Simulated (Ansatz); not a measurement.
**Rock-salt HfC**

The numbers are results of PBEsol in Ansatz (PAW), not measurements.

Run with plane-wave cutoff 520 eV, 20×20×20 k mesh, Fermi–Dirac smearing 0.05 eV, scalar-relativistic PAW data made under PBE.

Cell: relaxed at this level.

For rock-salt HfC, the equilibrium volume per atom is 12.22 Å³/atom, the bulk modulus B0 comes out as 248 GPa and the lattice constant a comes out as 4.607 Å. The band gap comes out as none and the pressure derivative B′ of the bulk modulus comes out as 3.9.

Measured, for comparison: equilibrium volume per atom 12.47 Å³/atom, lattice constant a 4.638 Å (temperature not stated, not corrected to a static lattice; as tabulated in Zhang et al. (2018), doi:10.1088/1367-2630/aac7f0); bulk modulus 242 GPa (room temperature, not corrected to a static lattice, our sources range from 242 to 286; as tabulated in Synthesis of Binary Transition Metal Nitrides, Carbides and Borides from the …). Computed (rounded) less measured: equilibrium volume per atom -2.0 %, bulk modulus not scored (sources differ), lattice constant a -0.7 %. A static lattice is as a rule a little smaller and stiffer than an uncorrected measurement, which narrows the difference in the lattice constant a and would widen misses of the other sign.

Spin–orbit coupling is not included.

Static lattice: no zero-point or thermal effects.

The result took roughly 80 core-seconds.

Ansatz is a first-principles code.
